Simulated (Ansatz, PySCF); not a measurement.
**Rock-salt CaO, lattice parameter a**

Reference value: 4.781 Å (measured, zero-point anharmonic expansion removed; as tabulated in Chen et al. (2018), doi:10.1103/physrevmaterials.2.073803).

**Question.** Which of these levels comes closest to the reference?
A) Hartree–Fock (Ansatz (a first-principles code))
B) HSE06-D3(BJ) (Ansatz)
C) MP2 (PySCF)
D) r²SCAN-D4 (Ansatz)

**Answer.** D, r²SCAN-D4 (Ansatz)

```tsv
level (code)	value (Å)	error (%)
r²SCAN-D4 (Ansatz)	4.784	+0.06
HSE06-D3(BJ) (Ansatz)	4.737	-0.92
Hartree–Fock (Ansatz)	4.858	+1.61
MP2 (PySCF)	4.821 ± 0.04	+0.84
```

Closest of the ranked levels: r²SCAN-D4 (+0.06 %). Once the reference is moved by up to 0.30 % (a margin picked here for doubts on the reference and the settings) and values within 0.10 % count as equal, the farthest can be Hartree–Fock (+1.61 %) or HSE06-D3(BJ) (-0.92 %). Within 2 %: r²SCAN-D4, HSE06-D3(BJ), Hartree–Fock, MP2.

A ± on a computed value is a rough bar: the spread of its extrapolation, a floor set from checks against published values, or a statistical error. Cutoffs and k meshes differ between the levels. Ansatz's density-functional and Hartree–Fock values are scalar-relativistic unless marked +SOC, with PAW data made under PBE.

Differences are worked out from the printed values.
